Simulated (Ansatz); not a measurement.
`FC1C=CCC1`. Charge 0, multiplicity 1. The geometry is a stationary point of PBE0-D4/def2-TZVP.

```xyz
13

F     0.572    2.143   -0.177
C     0.625    0.825   -0.651
C     1.305   -0.037    0.363
C     0.434   -0.818    0.992
C    -0.964   -0.647    0.484
C    -0.777    0.233   -0.760
H     1.143    0.884   -1.612
H     2.363    0.038    0.579
H     0.683   -1.494    1.803
H    -1.591   -0.172    1.247
H    -1.439   -1.603    0.247
H    -0.835   -0.381   -1.662
H    -1.519    1.027   -0.854
```

**Question.** What is the dipole moment at r2SCAN/def2-TZVPP? (Best estimate.)

**Answer.** The calculation gave: 2.00 D, with components (-0.45, -1.93, -0.27) D in this frame, pointing from negative to positive charge.

**Question.** And with PBE, B3LYP, ωB97M-V? (An estimate is asked.)

**Answer.** Ansatz gave: PBE 1.93 D, B3LYP 2.05 D, ωB97M-V 2.03 D.

**Question.** Give the Mulliken charges with r2SCAN, B3LYP, PBE in def2-TZVPP. (Estimate.)

**Answer.** Computed: 
```json
{"atom": "F1", "r2SCAN": "-0.25", "B3LYP": "-0.26", "PBE": "-0.21"}
{"atom": "C2", "r2SCAN": "0.27", "B3LYP": "0.21", "PBE": "0.18"}
{"atom": "C3", "r2SCAN": "-0.18", "B3LYP": "-0.17", "PBE": "-0.16"}
{"atom": "C4", "r2SCAN": "-0.12", "B3LYP": "-0.14", "PBE": "-0.13"}
{"atom": "C5", "r2SCAN": "0.02", "B3LYP": "-0.09", "PBE": "-0.07"}
{"atom": "C6", "r2SCAN": "-0.08", "B3LYP": "-0.15", "PBE": "-0.14"}
{"atom": "H7", "r2SCAN": "0.01", "B3LYP": "0.05", "PBE": "0.04"}
{"atom": "H8", "r2SCAN": "0.09", "B3LYP": "0.12", "PBE": "0.10"}
{"atom": "H9", "r2SCAN": "0.09", "B3LYP": "0.12", "PBE": "0.10"}
{"atom": "H10", "r2SCAN": "0.04", "B3LYP": "0.08", "PBE": "0.07"}
{"atom": "H11", "r2SCAN": "0.03", "B3LYP": "0.07", "PBE": "0.07"}
{"atom": "H12", "r2SCAN": "0.03", "B3LYP": "0.07", "PBE": "0.07"}
{"atom": "H13", "r2SCAN": "0.05", "B3LYP": "0.08", "PBE": "0.07"}
```

B3LYP here is the variant with VWN-RPA as its local correlation; programs differ in this.
